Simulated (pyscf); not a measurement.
# Substitution at Si: HO–SiH₂• (SMILES O[SiH2]) + SiH₄ (SMILES [SiH4]) → HO–SiH₂–SiH₃ (SMILES O[SiH2][SiH3]) + H• (SMILES [H])

Gas phase, doublet surface, charge 0. Bonds broken: Si2–H3. Bonds formed: Si1–Si2. PySCF, gas phase, ωB97X-D3(BJ)/def2-SVP geometries. MP2 and CC: frozen core, UHF for open shells. ΔMP2 is the change of the MP2 total energy from the triple- to the quadruple-zeta basis.

Transition state (Å):

```xyz
10

Si     0.1591    -0.1544    -0.6561
Si     0.3398     2.2061    -0.7619
H     -0.5040     1.4464     1.0647
H      0.4200    -0.6498    -2.0452
H      1.2012    -0.6966     0.2534
H      1.1970     2.8377     0.2833
H     -0.9888     2.8863    -0.8332
H      1.0213     2.4676    -2.0789
O     -1.3127    -0.7167    -0.0956
H     -2.1051    -0.3464    -0.4971
```

One imaginary mode, 553i cm⁻¹; descent along it reached the two sides named.

```tsv
bond	change	reactant side (Å)	saddle	product side
Si2–H3	breaks	1.490	2.151	3.6
Si1–Si2	forms	3.5	2.370	2.341
```

Electronic energies relative to the separated reactants (kcal/mol):

| level | barrier | reaction energy | reverse barrier |
|---|---|---|---|
| ωB97X-D3(BJ)/def2-TZVP | 16.0 | +13.1 | 2.9 |
| PBE/def2-TZVP | 17.3 | +17.7 | -0.4 |
| r²SCAN/def2-TZVP | 17.4 | +19.7 | -2.3 |
| B3LYP-D3(BJ)/def2-TZVP | 20.3 | +20.3 | 0.0 |
| PBE0-D3(BJ)/def2-TZVP | 16.3 | +15.9 | 0.4 |
| M06-2X/def2-TZVP | 21.5 | +19.0 | 2.5 |
| ωB97M-D3(BJ)/def2-TZVP | 20.9 | +18.1 | 2.8 |
| HF/def2-TZVP | 30.1 | +18.7 | 11.3 |
| MP2/def2-QZVPP | 21.4 | +15.8 | 5.6 |
| CCSD/def2-TZVPP | 24.1 | +19.7 | 4.4 |
| CCSD(T)/def2-TZVPP | 22.3 | +18.6 | 3.7 |
| CCSD(T)/def2-TZVPP + ΔMP2(QZVPP) | 21.5 | +18.2 | 3.3 |

With CCSD(T)/def2-TZVPP + ΔMP2(QZVPP) energies and thermal terms (ideal gas, 1 atm, RRHO with modes under 100 cm⁻¹ raised to 100, one conformer, R ln 2 for chiral ones without a mode under 150 cm⁻¹), in kcal/mol:

```
T (K)   ΔH‡   ΔG‡     ΔH     ΔG
-----  ----  ----  -----  -----
298    19.2  28.5  +15.9  +18.4
600    20.3  37.5  +17.5  +20.3
900    21.4  45.9  +18.9  +21.4
1200   22.4  53.9  +20.2  +22.0
```

At PBE, r²SCAN this geometry lies under the product side: in single points on another level's saddle the reverse barrier vanishes, and the forward threshold there is about the reaction energy. This saddle turned up in a search for another step; its sides and bond changes are read from the two ends of the descent. The same reactants have a lower exit, to HO–SiH₃ + SiH₃• (barrier +9.8 kcal/mol at ωB97M-D3(BJ)/def2-TZVP, against +20.9 kcal/mol here). HO–SiH₂–SiH₃ lies 27.0 kcal/mol over its isomer H₃Si–O–SiH₃ (electronic energy, ωB97M-D3(BJ)/def2-TZVP). One saddle was located; it need not be the lowest between these sides. The angle at the attacked Si is 65° (front-side attack). The CCSD(T) − MP2 part came from Ansatz, without density fitting, on the same reference.
